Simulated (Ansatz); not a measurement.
The cluster B₃H₂ (the lowest doublet isomer of a short search) was relaxed with r2SCAN-D4 (def2-TZVP) in Ansatz in these states: neutral doublet, neutral quartet. The geometries follow in no particular order.

A:

```csv
atom,x (Å),y (Å),z (Å)
B1,0.724,0.592,-0.890
B2,-0.365,-0.481,-0.767
B3,0.481,0.576,0.625
H4,0.360,0.632,1.799
H5,-1.199,-1.318,-0.767
```

B:

Cartesian coordinates in Å:
```
B -1.3475 0.5670 0.2491
B -0.5444 -0.8170 -0.0178
B 0.2186 0.9540 0.0780
H 1.3892 0.9305 -0.0848
H 0.2841 -1.6346 -0.2245
```

Judge from the bond lengths which geometry belongs to which state (an estimate).

A is the neutral doublet (B1–B3 1.534 Å, B1–B2 1.534 Å, B2–B3 1.942 Å); B is the neutral quartet (B1–B3 1.622 Å, B1–B2 1.622 Å, B2–B3 1.931 Å).

At PBE0-D4/def2-TZVP a doublet lies 2.10 eV below the neutral quartet. These are the stationary points nearest to one start from a short search; other shapes may lie lower in each state.
